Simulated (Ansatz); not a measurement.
# CH2OSi (SMILES C1=[SiH]O1): single points off equilibrium

An exercise on one series of results from a longer session: the logs are not shown, and one member is left open.

Method: single points in def2-TZVPP; program: Ansatz 0.2.0, Gaussian basis.

Cores are frozen in the correlated methods.

**Starting geometry**

SMILES `C1=[SiH]O1`, 5 atoms, charge 0, spin multiplicity 1.

Atoms are counted from 1 here; the program's logs count them from 0.

Bond lengths: C1–Si2 1.760 Å, C1–H4 1.167 Å, Si2–O3 1.505 Å, Si2–H5 1.529 Å. Angles: Si2–C1–H4 104.0°, C1–Si2–O3 59.2°, C1–Si2–H5 179.1°, O3–Si2–H5 120.2°.

Geometry (Å):

```xyz
5
CH2OSi
C    -0.5929   -0.7259    0.7711
Si    0.3140    0.6029    0.0571
O     0.6405   -0.8254   -0.2881
H    -1.5021   -0.8654    0.0531
H     1.0986    1.7475   -0.5842
```

Set-up of the first run:

Input file run/in.yaml:

```yaml
crystal:
  periodic: [false, false, false]
  atoms:
    - {symbol: C, position_ang: [-0.592900, -0.725900, 0.771100]}
    - {symbol: Si, position_ang: [0.314000, 0.602900, 0.057100]}
    - {symbol: O, position_ang: [0.640500, -0.825400, -0.288100]}
    - {symbol: H, position_ang: [-1.502100, -0.865400, 0.053100]}
    - {symbol: H, position_ang: [1.098600, 1.747500, -0.584200]}
basis:
  gaussian: {orbitals: def2-TZVPP}
correlation: {method: ccsd_t}
output: {forces: true}
```

The command line of these runs was not kept.

Steps of the session up to this table: CCSD(T)/def2-TZVPP; PBE0-D4/def2-TZVPP; wB97M-V/def2-TZVPP; r2SCAN-D4/def2-TZVPP; PBE-D4/def2-TZVPP; HSE06-D4/def2-TZVPP; B97M-V/def2-TZVPP.

One of the session's tables, all rows but one given; the rest of the session is left out.

| method | RMS force component (eV/Å) | angle to CCSD(T) forces (°) | dipole (D) |
| --- | --- | --- | --- |
| CCSD(T) | 2.152 | reference | 3.74 |
| PBE0-D4 | 1.866 | 4.3 | 3.99 |
| wB97M-V | 1.898 | 4.1 | 4.16 |
| r2SCAN-D4 | ? | ? | ? |
| PBE-D4 | 2.209 | 6.4 | 3.66 |
| HSE06-D4 | 1.873 | 4.2 | 3.97 |
| B97M-V | 1.840 | 4.7 | 3.70 |

Q: Estimate the row for r2SCAN-D4 from the others.

The run gave: RMS force component (eV/Å): 1.993; angle to CCSD(T) forces (°): 4.2; dipole (D): 3.82. In the column «RMS force component (eV/Å)» it lies between wB97M-V (1.898) and CCSD(T) (2.152).
